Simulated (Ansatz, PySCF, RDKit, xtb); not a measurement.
**SiSH: from the formula to a structure**

Task: start from the formula SiSH (odd number of electrons), draw up candidate structures, narrow them down in stages, and characterise the one that lies lowest at 298.15 K.

Plan: many cheap relaxations first (GFN2-xTB), then density-functional screening, relaxation at r2SCAN-D4/def2-TZVP, vibrations and a final energy. The numbers are computed, not measured.

3 further runs of the same task are left out: 3 set aside as unsound or not needed.

### Step 1. Possible bonding patterns

A program enumerates the bonding patterns with one Lewis structure each (two rings at most, one unusual centre or charged pair), with their diastereomers. O–O, O–halogen and N–halogen bonds and N–N–N chains are not drawn. That gives 2 candidates.

```csv
label,SMILES,spin
c563,[Si]#[SH],doublet
c801,[SiH]=S,doublet
```

Candidates are built by distance geometry, with a force field where one applies, in up to four conformers (letters a to d). 2 starts with atoms placed at random are added, to find patterns that the rules miss.

Q: Predict the outcome of this search (final energies at CCSD(T)/def2-TZVPP).

| quantity | value |
| --- | --- |
| lowest structure found | [SiH]=S, doublet, Cs |
| next finalist | [Si][SH] ‡, doublet, 4.0 kcal/mol higher in G |
| share at equilibrium, among the finalists | 99.9 % |
| harmonic wavenumbers, lowest and highest (r2SCAN-D4/def2-TZVP) | 581 and 2004 cm⁻¹ |
| rotational constants, same geometry | 10.23, 0.279, 0.2716 cm⁻¹ |
| dipole moment (PBE0/def2-TZVPD) | 2.16 D |
| HOMO energy (highest over α and β) (PBE0/def2-TZVPD) | -6.77 eV |
| LUMO energy (lowest over α and β) (PBE0/def2-TZVPD) | -3.64 eV |
| lowest excitation (TD-PBE0/def2-SVPD) | 2.20 eV (f = 0.004) |
| strongest of the states computed, same level | 2.54 eV (f = 0.016) |
| vertical ionisation energy (to the singlet cation) | 9.08 eV |
| vertical electron affinity | 1.73 eV |
| vertical quartet less doublet | +2.92 eV |

`[SiH]=S` comes out lowest. The margin of 4.0 kcal/mol over the next finalist is beyond the usual error of the last level; it says nothing of structures that weren't ranked. GFN2-xTB, r2SCAN-D4/def2-SVP, r2SCAN-D4/def2-TZVP and MP2/def2-TZVPP already put its bonding pattern lowest among the structures in one piece; HF/STO-3G and HF/def2-TZVPP favour the doublet [Si][SH] ‡. The stability test raises a flag; for an open shell a flag towards a general spinor solution can be the free rotation of the spin. Lowest found is not proven lowest: the search is finite, and each finalist counts with one conformer.

‡ marks the bonded skeleton alone, with all bonds drawn single: no Lewis structure was assigned that passes a check against the bond lengths.
